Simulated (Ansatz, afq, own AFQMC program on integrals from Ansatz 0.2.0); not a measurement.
# Where AFQMC and coupled cluster stand for NHO, triplet

```xyz
3

N     0.0000   -0.2777    0.5609
O     0.0000    0.2017   -0.5533
H     0.0000    0.6572    0.9886
```

Connectivity, by distances: NH–O.

Basis cc-pVDZ. Only valence electrons are correlated. Integrals, coupled cluster, full CI and functionals: Ansatz 0.2.0; the random walks run on the same integrals in our own AFQMC program. ph-AFQMC/CISD is guided by a CISD state made of CCSD amplitudes; releasing the constraint for a short imaginary time cuts its bias at the price of noise, slowly where states lie close. Free AFQMC starts from the CCSD state and is never constrained. Its projection time is finite, and what remains of the start isn't in its error. ± is one standard error of the sampling.

Determinant: UHF, the one that the program's search chose, which needn't be the lowest solution. The geometry is a point of a scan.

No full CI on the walks' own integrals is used here; CCSDT(Q) serves as the reference and is uncertain by about the last step of the cluster series.

Cautions: lower spins were not checked.

The T1 diagnostic is 0.0364, the weight of the determinant in the CISD state is 0.879 and the ⟨S²⟩ of the determinant is 2.021. The size of the correlated space is 12 electrons in 31 orbitals.

Reference: CCSDT(Q), correlation energy -9.111 eV. The released energy is read at 2.40 1/Eh (meV from the phaseless value at times in 1/Eh: -6 ± 20 at 0.24, -43 ± 15 at 0.51, -18 ± 16 at 0.99, -38 ± 21 at 1.62, -10 ± 29 at 2.40).

| level | E − E(reference) (mEh) | share of correlation (%) |
| --- | --- | --- |
| HF | 334.81 | 0.00 |
| MP2 | 34.11 | 89.81 |
| CCSD | 10.27 | 96.93 |
| CCSD(T) | 1.63 | 99.51 |
| CCSDT | 1.07 | 99.68 |
| ph-AFQMC/HF | 1.53 ± 2.75 | 99.54 |
| ph-AFQMC/CISD | 0.96 ± 0.61 | 99.71 |
| released AFQMC | 0.60 ± 1.06 | 99.82 |
| free AFQMC | 0.25 ± 1.08 | 99.92 |

Free projections are given only where their last times agree within the noise and don't stop above the reference; a slow remainder of the start can still hide under it. A walk keeps the symmetry of its determinant, which the program's search chose and which needn't be the lowest solution, so a lower state of the same spin and another symmetry isn't excluded. Released energies are given only where the last usable release times agree within the noise; a slower fall can still hide under it.
